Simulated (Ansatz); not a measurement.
**HO–N–Si⁺, doublet: the ladder up to UCCSDT(Q)**

Geometry: that of the HO–N–Si, singlet, kept fixed.

```csv
atom,x (Å),y (Å),z (Å)
O,0.0000,-0.2872,0.9608
N,0.0000,-0.1547,-0.3644
Si,0.0000,-0.1669,-1.9186
H,0.0000,0.6087,1.3221
```

Basis cc-pVDZ; Ansatz 0.2.0. Correlated methods freeze the noble-gas cores, which leaves 15 electrons in 44 orbitals. Prefix R: restricted or restricted open-shell reference; prefix U: unrestricted.

Full CI isn't at hand for all of this; UCCSDT(Q) serves as the reference, and is uncertain by about the last step of the cluster series. The frozen core follows each run's orbitals, which can shift R against U totals by a few meV.

For open shells CISD is restricted-active-space CI with the open shells as a complete middle space.

* UHF ⟨S²⟩: 0.766
* T1 diagnostic (RCCSD): 0.0403
* largest doubles amplitude (RCCSD): 0.088
* T1 diagnostic (UCCSD): 0.0366

```tsv
level	E − E(UCCSDT(Q)) (mEh)	share of correlation (%)	wall time
RHF	446.23	0.00	–
UHF	441.12	1.14	–
RMP2	46.56	89.57	–
UMP2	47.35	89.39	–
CISD	65.96	85.22	8.5 s
RCCSD	17.87	96.00	–
UCCSD	17.70	96.03	–
RCCSD(T)	2.97	99.33	10 s
UCCSD(T)	3.03	99.32	14 s
BCCD(T)	2.92	99.35	7.5 s
RCCSDT	1.90	99.57	–
UCCSDT	1.89	99.58	–
RCCSDT(Q)	0.23	99.95	12 s (H100)
```

The correlation energy at UCCSDT(Q), counted from RHF, is -12.143 eV. That run took 13 s on 2 threads of AMD EPYC 7R13 with a shared H100 80 GB, shared host.

Times hold each run's SCF and search for its determinant on a shared host, so for small cases they say little of a method's own cost; rows without a card ran on 1 thread of AMD EPYC 7R13.
